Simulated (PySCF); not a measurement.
# Electric field gradients and quadrupole coupling constants

Compound: 1,1-dichlorocyclopropane, C3H4Cl2.
Z-matrix (Å and degrees, PBE0-D3(BJ)/def2-SVP geometry), rows numbered from 1:
```
Cl
C   1  1.7579
Cl  2  1.7583  1  113.09
C   2  1.4893  1  118.40  3   144.79
C   2  1.4895  1  118.39  3  -144.79
H   4  1.0927  2  116.92  5   108.56
H   4  1.0927  2  116.94  5  -108.54
H   5  1.0927  2  116.90  4  -108.58
H   5  1.0927  2  116.95  4   108.58
```

Field gradients from the PBE0/pcSseg-1 density (PySCF, non-relativistic), principal values in atomic units, ordered |Vxx| ≤ |Vyy| ≤ |Vzz|:

```csv
atom,Vxx,Vyy,Vzz
Cl1,-2.0059,-2.1848,4.1906
Cl3,-2.0064,-2.1845,4.1909
```

Q: Find the asymmetry η = (Vxx − Vyy)/Vzz and the couplings χ = eQV/h (234.96 MHz × Q in barn × V in au), with Q(35Cl) = −0.0817 b.

A: 
```tsv
atom	environment	nucleus	η	χzz (MHz)	χxx (MHz)	χyy (MHz)
Cl1	alkyl chlorine	35Cl	0.04	-80.45	38.51	41.94
Cl3	alkyl chlorine	35Cl	0.04	-80.45	38.52	41.94
```

The gradient is axial or nearly so (η below 0.05) at Cl1 and Cl3. The tensor is traceless: Vxx + Vyy + Vzz = 0.

Q: What is Vzz at Cl1 in SI units (1 au = 9.71736 × 10²¹ V/m²)?

A: 4.1906 au = 40.722 × 10²¹ V/m².

Q: What couplings would deuterons (Q(2H) = 0.00286 b) have in place of the hydrogens, at this geometry?

A: 
| atom | bonded to | bond length (Å) | Vzz (au) | η | χzz (kHz) |
| --- | --- | --- | --- | --- | --- |
| H6 | C4 | 1.093 | 0.3027 | 0.07 | 203 |
| H7 | C4 | 1.093 | 0.3028 | 0.07 | 203 |
| H8 | C5 | 1.093 | 0.3027 | 0.07 | 203 |
| H9 | C5 | 1.093 | 0.3028 | 0.07 | 203 |

Geometry: PBE0-D3(BJ)/def2-SVP; no solvent, vibrations or thermal averaging. These gradients aren't converged with respect to the basis.

The run behind these numbers computed NMR shieldings as well. On one thread of an Arm Neoverse V1 (shared host), this took 7.8 s wall and 0.58 GiB of memory at its peak.
